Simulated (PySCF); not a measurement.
Molecule: SMILES F/C=C\F, C$_{2}$H$_{2}$F$_{2}$.

Structure with atom numbers: `[F:1]/[CH:2]=[CH:3]\[F:4]` (H(Xn): hydrogen on atom n).

Spin–spin couplings on one PBE0-D3(BJ)/def2-SVP geometry, PySCF, gas phase, non-relativistic, equivalent pairs averaged; isotopes ¹³C, ¹⁹F; functional B3LYP.

Reference values (Hz): ²J(C3,F1) = 5.9 (measured; Jessen and Sauer, arXiv:2312.00705); ³J(F1,F4) = -18.7 (measured; Jessen and Sauer, arXiv:2312.00705).

Problem. How do the couplings (Hz) change with the basis set? Times are CPU seconds on shared hosts with different chips, so compare them loosely. Far from the basis limit: pcJ-0, 6-31G*, def2-TZVP, cc-pVTZ.

Solution. 
```tsv
basis set	functions	²J(C3,F1)	³J(F1,F4)	mean abs. error	core-s
pcJ-0	58	-9.5	65.8	25.3	2.5
6-31G*	60	16.9	15.3	7.2	2.7
pcJ-1	128	6.7	1.6	9.0	5.2
def2-TZVP	136	2.9	-9.2	6.2	7.1
cc-pVTZ	148	-0.8	-10.8	6.5	7.8
aug-cc-pVTZ-J	224	5.1	-10.3	4.6	14
pcJ-2	252	5.8	-6.0	6.4	18
```

Errors compare magnitudes, without vibrational corrections, and the largest couplings weigh most in the mean. Closest: aug-cc-pVTZ-J; furthest: pcJ-0.

The Fermi-contact term samples the wavefunction at the nucleus, which is why sets with added tight s functions (names with J) are made for couplings. Agreement of an ordinary basis with the reference is then largely a cancellation of errors.
